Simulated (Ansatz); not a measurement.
**AlHO+ (doublet): wave-function methods side by side, 6-31G**

The task here is to estimate one member of a computed series from the others.

Method: 6-31G, core rule «outside noble gas», up to 6 orbitals frozen; program: Ansatz 0.2.0, Gaussian basis.

The runs, in order: UHF; CCSD(T) on ROHF; CCSD(T) on UHF; BCCD(T) on ROHF; CISD; CCSDT(Q) on ROHF; CCSDT(Q) on UHF; CISDTQ; CCSDTQ on ROHF; CCSDTQ on UHF; Full CI.

14 further runs of the same task are left out: 6 for a known fault of the program, 2 that didn't finish, 6 set aside as unsound or not needed.

### The system

The geometry is a PBE0/def2-TZVP stationary point (not a proven minimum) of the parent state, kept for this charge and spin.

3 atoms, charge 1, spin multiplicity 2.

Atoms are counted from 1 here; the program's logs count them from 0.

Bond lengths: Al1–O2 1.594 Å, Al1–H3 1.568 Å. Angles: O2–Al1–H3 180.0°.

The first run:

in.yaml

```yaml
crystal:
  periodic: [false, false, false]
  atoms:
    - {symbol: Al, position_ang: [0.000000, 0.000000, 0.008471]}
    - {symbol: O, position_ang: [0.000000, 0.000000, -1.585277]}
    - {symbol: H, position_ang: [0.000000, 0.000000, 1.576806]}
basis:
  gaussian: {orbitals: 6-31G}
total_charge: 1
magnetization: {spin_polarized: true, initial_magnetization: 1}
hamiltonian: {xc: hf}
output: {orbitals: {seedname: orbitals}}
```

Run with:

```console
$ ansatz run in.yaml --threads 1 --pin off --events-out ev --progress --plain --max-ram 2393MiB
```

Steps of the session up to this table: UHF; CCSD(T) on ROHF; CCSD(T) on UHF; BCCD(T) on ROHF; CISD; CCSDT(Q) on ROHF; CCSDT(Q) on UHF; CISDTQ; CCSDTQ on ROHF; CCSDTQ on UHF; Full CI.

One of the session's tables, all rows but one given; the rest of the session is left out.

It belongs to the step «Misses and costs». 

```
   method  from FCI (meV)
     ROHF         +3572.6
      UHF         +3544.9
     RMP2          +482.9
     UMP2          +471.2
     CISD          +242.3
    RCCSD           +89.4
    UCCSD           +89.0
 RCCSD(T)               ?
 UCCSD(T)           +21.5
  BCCD(T)           +20.0
   RCCSDT            +7.9
   UCCSDT            +7.7
   CISDTQ            +8.6
RCCSDT(Q)            +0.9
UCCSDT(Q)            -1.5
  RCCSDTQ            -0.3
  UCCSDTQ            -0.5
      FCI               0
```

**Question.** Estimate the row for RCCSD(T).

**Answer.** from FCI (meV): +21.7. In the column «from FCI (meV)» it lies between UCCSD(T) (+21.5) and UCCSD (+89.0).

Limits of these values: Levels on UHF freeze UHF's core orbitals, full CI those of ROHF, so the U rows can settle a little off it for that reason alone. Restricted and unrestricted rows rest on different reference determinants; where their highest levels disagree by more than a few hundredths of an eV, they describe different states and don't form one ladder.
